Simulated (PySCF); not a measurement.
# C6H6 (Benzvalene): the cost of one run

Programs: PySCF 2.14.0, with density-fitted response routines of our own. Each step states its level of theory. These are calculated values for one molecule in the gas phase, unless marked as measured. Atoms count from 0, in the outputs and in this text.

## 1. Starting geometry

12 atoms, charge 0, multiplicity 1; geometry from: MMFF94s. The atoms were then displaced at random by about 0.03 Å, so the start is not that level's minimum.

Bonds of the start (Å): C0–C1 1.29, C1–C2 1.51, C2–C3 1.50, C3–C4 1.47, C4–C5 1.49, C4–C0 1.54, C5–C2 1.51, C5–C3 1.52, C0–H6 1.10, C1–H7 1.11, C2–H8 1.03, C3–H9 1.18, C4–H10 1.11, C5–H11 1.04.

## 2. Geometry optimisation at PBE0-D3(BJ)/def2-SVP

Job settings and geometry (Å):

```
{"job": {"xc": "PBE0", "basis": "def2-SVP", "d3": "d3bj", "grid": 1, "shake": 0.03, "kind": "geom"}, "charge": 0, "multiplicity": 1}
C      1.335410     0.585350    -0.218400
C      1.178550    -0.664080    -0.518870
C     -0.252490    -1.047370    -0.209930
C     -0.575850    -0.159160     0.951820
C     -0.075800     1.019170     0.230350
C     -1.107630     0.172130    -0.436390
H      2.152370     1.312390    -0.334170
H      2.013260    -1.282960    -0.911420
H     -0.545640    -2.034880    -0.255750
H     -1.539230    -0.259340     1.632910
H     -0.321330     2.038460     0.591560
H     -2.146150     0.237560    -0.470710
```

Started as:

```console
$ OMP_NUM_THREADS=1 python probes_run.py task.json out
```

This one command runs all jobs of the session in turn.

Q: Estimate the wall time and peak memory of this first job on 1 thread of Arm Neoverse N1, shared host.

About 77 s, with a peak of 0.47 GiB.
